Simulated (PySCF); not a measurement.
**B: ionisation energy**

B [He] 2s2 2p1 (2P) → B⁺ [He] 2s2 (1S), as a difference of total energies. All numbers are calculated (PySCF 2.14, scalar relativity by spin-free X2C-1e, in jorge-DZP-DKH (4s2p1d, 15 functions)). Correlated levels: valence: 1s2 frozen. The calculations carry no spin-orbit coupling.

| method | ionisation energy (eV) | error (eV) |
| --- | --- | --- |
| UHF | 8.028 | -0.269 |
| PBE0 | 8.635 | +0.338 |
| M06-2X | 8.320 | +0.023 |
| MP2 (valence) | 8.136 | -0.161 |
| SCS-MP2 (valence) | 8.099 | -0.198 |
| CCSD (valence) | 8.027 | -0.270 |
| CCSD(T) (valence) | 8.048 | -0.249 |

Reference: 8.297 eV (measured; NIST levels, between the centres of gravity of the two terms).

Errors of the correlated levels include the incompleteness of this basis and the frozen core.

The coupled-cluster amplitudes are large for B⁺ (T1 above 0.03 or a double amplitude above 0.15), so a single reference is strained.
